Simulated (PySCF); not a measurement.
**F2 under electron impact: the energy ladder**

PBE0 in PySCF with def2-TZVP on every atom, for the lowest determinant that a PBE0 search found; no spin–orbit coupling.

| species | state (unpaired electrons) | Re (Å) | ωe (cm⁻¹) | energy of the minimum from the neutral (eV) | De (eV) | dissociates to |
| --- | --- | --- | --- | --- | --- | --- |
| F2 | singlet (closed shell) | 1.376 | 1100 | 0.00 | 1.53 | F + F |
| F₂⁺ | doublet (π ↑) | 1.273 | 1303 | 15.44 | 3.51 | F⁺ + F |

Problem. Work out the lowest energy to break F2 into atoms, from its vibrational ground state.

Solution. D0 = De − ωe/2 = 1.53 − 0.07 = 1.46 eV (PBE0/def2-TZVP).

Problem. Work out the ionisation energy of the F atom at this level and the threshold of dissociative ionisation.

Solution. IE(F) = 15.44 + 3.51 − 1.53 = 17.42 eV, so F⁺ + F + e⁻ appears at D0 + IE(F) = 18.88 eV (PBE0/def2-TZVP). The measured IE(F) is 17.423 eV (NIST ASD).

These are thermodynamic thresholds; the onsets seen under electron impact lie higher where the geometry changes, and cross-sections peak well above them.

States were picked by a PBE0 search and need not be the measured ground states.
